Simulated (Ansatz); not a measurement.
One change: `C=C(C)C=O` becomes `C=NC(=C)C`.

Ansatz, PBE0-D4/def2-TZVP geometries, multiplicity 1. Each molecule was computed in one conformer, which needn't be the lowest.

| property | `C=C(C)C=O` |
| --- | --- |
| HOMO energy (PBE0/def2-TZVPP) / eV | -7.52 |
| size of the dipole moment (ωB97M-V/def2-TZVPP) / D | 2.88 |
| size of the dipole moment (B3LYP/def2-TZVPP) / D | 2.94 |
| LUMO energy (B3LYP/def2-TZVPP) / eV | -1.93 |
| HOMO energy (B3LYP/def2-TZVPP) / eV | -7.28 |
| HOMO–LUMO gap (PBE0/def2-TZVPP) / eV | 5.82 |

**Question.** Give the same properties after the change, and the shifts. (An estimate is asked.)

**Answer.** The calculation gave: 
| property | `C=NC(=C)C` | shift |
| --- | --- | --- |
| HOMO energy (PBE0/def2-TZVPP) / eV | -6.76 | 0.76 |
| size of the dipole moment (ωB97M-V/def2-TZVPP) / D | 1.21 | -1.67 |
| size of the dipole moment (B3LYP/def2-TZVPP) / D | 1.17 | -1.77 |
| LUMO energy (B3LYP/def2-TZVPP) / eV | -1.07 | 0.86 |
| HOMO energy (B3LYP/def2-TZVPP) / eV | -6.56 | 0.72 |
| HOMO–LUMO gap (PBE0/def2-TZVPP) / eV | 5.95 | 0.13 |

With PBE0 the HOMO rises by 0.76 eV and the LUMO rises by 0.89 eV, so the gap widens by about 0.13 eV. PBE moves the HOMO by 0.28 eV and ωB97M-V by 0.97 eV. Dipoles are sizes alone; their direction can turn.

B3LYP here is the variant with VWN-RPA as its local correlation; programs differ in this.
